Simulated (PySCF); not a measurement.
Species: C5H9O (doublet state).
Numbering: `[CH2:1]/[CH:2]=[CH:3]/[CH2:4][O:5][CH3:6]` (hydrogens: H7, H8 on C1; H9 on C2; H10 on C3; H11, H12 on C4; H13, H14, H15 on C6)

Geometry (GFN2-xTB, Å), atoms numbered from 1 in this order:
```xyz
15
C5H9O angstrom
C      2.6664    0.7093   -0.2035
C      1.5742   -0.0451    0.1303
C      0.5273   -0.3203   -0.7225
C     -0.6487   -1.1559   -0.3515
O     -1.8814   -0.6293   -0.8045
C     -2.2345    0.5740   -0.1701
H      2.7629    1.1405   -1.1843
H      3.4563    0.8971    0.4998
H      1.5246   -0.4582    1.1316
H      0.5292    0.0783   -1.7265
H     -0.5807   -2.1383   -0.8392
H     -0.6791   -1.3120    0.7389
H     -1.4972    1.3625   -0.3604
H     -3.1979    0.8693   -0.5806
H     -2.3258    0.4359    0.9150
```

The hyperfine couplings belong to this conformer and change with its torsions.

Level of theory: PySCF, UKS B3LYP, pcH-1 on C H O, non-relativistic, mean-field spin-orbit, GIAO. The structure is a single GFN2-xTB conformer in the gas phase; no vibrational or solvent corrections. Couplings are sensitive to structure, and on GFN2-xTB geometries they can be far from those on DFT ones. No stability test was run, so a lower SCF solution isn't excluded. ⟨S²⟩ is 0.776 where a pure state has 0.75.

Question: Break the g tensor into its mass correction, gauge correction and orbital-Zeeman/spin–orbit terms.

Answer: 
```tsv
Δg (ppm)	1	2	3
relativistic mass correction	-143	-143	-143
gauge correction	3	38	36
orbital Zeeman/spin–orbit	-8	543	681
total	-148	437	574
```

So g = 2.00217, 2.00276, 2.00289 and g_iso = 2.00261; the tensor is rhombic: the two nearest values differ by 19 % of g3 − g1. Axes: g3 points within 13° of the C1–H8 bond.

Question: What are the electron Larmor frequencies g μB B/h along the three axes at 1200 mT?

Answer: 33.6274, 33.6373, 33.6396 GHz for g1, g2 and g3, a range of 12.1 MHz.

Question: What effective moment and Curie constant follow for a powder?

Answer: With the mean of g² = 4.0104 and S(S+1) = 0.75: μ_eff = √(⟨g²⟩S(S+1)) = 1.734 μB and χT = 0.12505·⟨g²⟩·S(S+1) = 0.376 cm³ K/mol (cgs; spin-Hamiltonian part alone).

Question: In a frozen sample, at which fields do the three g values resonate at 9.5, 34, 94 and 263 GHz (hyperfine left aside), and which band first spreads them over more than twice a line width of 1.0 mT?

Answer: 
| band | GHz | B(g3) mT | B(g2) mT | B(g1) mT | spread mT |
| --- | --- | --- | --- | --- | --- |
| X | 9.5 | 338.89 | 338.91 | 339.01 | 0.12 |
| Q | 34.0 | 1212.86 | 1212.94 | 1213.29 | 0.44 |
| W | 94.0 | 3353.19 | 3353.42 | 3354.40 | 1.21 |
| J | 263.0 | 9381.81 | 9382.45 | 9385.19 | 3.38 |

The spread grows in proportion to the frequency. J band is the first where it exceeds 2.0 mT.

The Mulliken spin populations are largest on C1 (+0.67), C3 (+0.66) and C2 (-0.26). The angles at C1 add up to 360.0°, so it is planar; its axial dipolar tensor and the negative couplings of its protons fit spin in a p orbital normal to that plane.

The HOMO–LUMO gaps are 6.14 eV among the α and 4.82 eV among the β orbitals.
